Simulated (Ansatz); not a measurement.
# PBE/aug-cc-pVDZ run of CH2F2 (difluoromethane)

Aim: the energy change on altering one bond length of CH2F2 (difluoromethane) at PBE/aug-cc-pVDZ, from 2 runs. 

The results are computed with Ansatz 0.2.0.

55 further runs of the same task are left out: 55 set aside as unsound or not needed.

### Step 1. The molecule

CH2F2 has 5 atoms, charge 0, and is taken as a singlet. As SMILES, `FCF`. The coordinates come from a PBE0-D4/def2-TZVP relaxation.

Bond lengths: F1–C2 1.351 Å, C2–F3 1.351 Å, C2–H4 1.093 Å, C2–H5 1.094 Å. Angles: F1–C2–F3 108.6°, F1–C2–H4 108.8°, F1–C2–H5 108.8°, F3–C2–H4 108.8°, F3–C2–H5 108.8°, H4–C2–H5 113.0°.

### Step 2. A single-point energy at PBE/aug-cc-pVDZ

The input, run.yaml:

```yaml
crystal:
  periodic: [false, false, false]
  atoms:
    - {symbol: F, position_ang: [-1.073300, 0.191200, 0.698300]}
    - {symbol: C, position_ang: [0.010100, -0.016900, -0.082300]}
    - {symbol: F, position_ang: [1.090500, -0.179200, 0.713200]}
    - {symbol: H, position_ang: [-0.142700, -0.932900, -0.659500]}
    - {symbol: H, position_ang: [0.165300, 0.864200, -0.711100]}
basis:
  gaussian:
    orbitals: aug-cc-pVDZ
accuracy: high
hamiltonian:
  xc: {name: PBE}
output: {orbitals: {seedname: orbitals}}
```

Command:

```bash
$ ansatz run run.yaml --threads 1 --pin off --max-ram 3480MiB --events-out events.jsonl --progress --plain --runs-dir runs
```

The program printed:

```text
Warning: RAYON_NUM_THREADS=1 ignored (pool sized by the plan → 1); use --threads N
Functional definition: PBE
  name "PBE"
  parameter kappa = 0.804
  parameter beta = 0.06672455060314922
  exchange = pbe_x(kappa = kappa, mu = beta*pi^2/3)
  correlation = pbe_c(beta = beta)
1767 factors; integrals over basis functions are off by at most 3.2e-9 eV
mean field evaluation 1: about -6495.2607 eV, gradient 3.3e1 eV
mean field evaluation 2: about -6493.9852 eV, gradient 4.3e1 eV
mean field evaluation 4: about -6497.4380 eV, gradient 2.7e0 eV
mean field evaluation 8: about -6497.4471 eV, gradient 4.2e-2 eV
mean field evaluation 16: about -6497.4471 eV, gradient 4.5e-7 eV
mean field -6497.44711151 eV, -238.7767772201 hartree, gradient 4.3e-8 eV, S^2 0.000000; 0 other end points of the search recorded, 0 dependent functions left out
reference -6497.44711594 eV, -238.7767773828 hartree; 13, 13 occupied and 74, 74 virtual orbitals, 1767 factors
Total energy: -6497.44711594 eV, -238.7767773828 hartree
```

It took 3.9 s on 1 thread of Arm Neoverse V1, shared host; peak memory 0.19 GiB.

### Step 3. The distorted shape, same level

The input, job.yaml:

```yaml
crystal:
  periodic: [false, false, false]
  atoms:
    - {symbol: F, position_ang: [-1.259544, -0.866143, 1.452876]}
    - {symbol: C, position_ang: [-0.176144, -1.074243, 0.672276]}
    - {symbol: F, position_ang: [0.904256, -1.236543, 1.467776]}
    - {symbol: H, position_ang: [-0.328944, -1.990243, 0.095076]}
    - {symbol: H, position_ang: [0.165300, 0.864200, -0.711100]}
basis:
  gaussian:
    orbitals: aug-cc-pVDZ
hamiltonian:
  xc: {name: PBE}
accuracy: high
output: {orbitals: {seedname: orbitals}}
```

Command:

```bash
$ ansatz run job.yaml --threads 1 --pin off --max-ram 3480MiB --events-out events.jsonl --progress --plain --runs-dir runs
```

The program printed, cut to the lines that bear on the results:

```text
Warning: RAYON_NUM_THREADS=1 ignored (pool sized by the plan → 1); use --threads N
[... 6 set-up lines as earlier in the session ...]
1782 factors; integrals over basis functions are off by at most 2.9e-9 eV
mean field evaluation 1: about -6489.3062 eV, gradient 3.8e1 eV
mean field evaluation 2: about -6476.8452 eV, gradient 7.1e1 eV
mean field evaluation 4: about -6493.0807 eV, gradient 8.4e0 eV
mean field evaluation 8: about -6493.2763 eV, gradient 2.8e-1 eV
mean field evaluation 16: about -6493.2748 eV, gradient 1.9e-4 eV
mean field -6493.27483984 eV, -238.6234490643 hartree, gradient 4.6e-8 eV, S^2 0.000000; 0 other end points of the search recorded, 0 dependent functions left out
reference -6493.27484525 eV, -238.6234492630 hartree; 13, 13 occupied and 74, 74 virtual orbitals, 1782 factors
Total energy: -6493.27484525 eV, -238.6234492630 hartree
```

Wall time 4.2 s (1 thread of Arm Neoverse V1, shared host); peak memory 0.19 GiB.

### Step 4. Results

At PBE/aug-cc-pVDZ:

| quantity | value |
| --- | --- |
| first shape: total energy | -238.77678 Eh |
| first shape: HOMO energy | -8.11 eV |
| first shape: LUMO energy | -0.41 eV |
| first shape: HOMO–LUMO gap | 7.70 eV |
| distorted shape: total energy | -238.62345 Eh |
| distorted shape: HOMO energy | -6.57 eV |
| distorted shape: LUMO energy | -4.41 eV |
| distorted shape: HOMO–LUMO gap | 2.16 eV |
| energy change with the C2–H5 bond stretched from 1.094 to 2.406 Å | 4.172 eV |

What this shows: One bond (distorted shape) is far stretched, which a spin-restricted single reference describes badly; a broken-symmetry solution may lie lower. With the C2–H5 bond stretched from 1.094 to 2.406 Å the energy rises by 4.17 eV (96 kcal/mol). The first shape isn't relaxed at this level, so the change isn't measured from a minimum. A restricted reference can't describe the breaking bond well at this length.
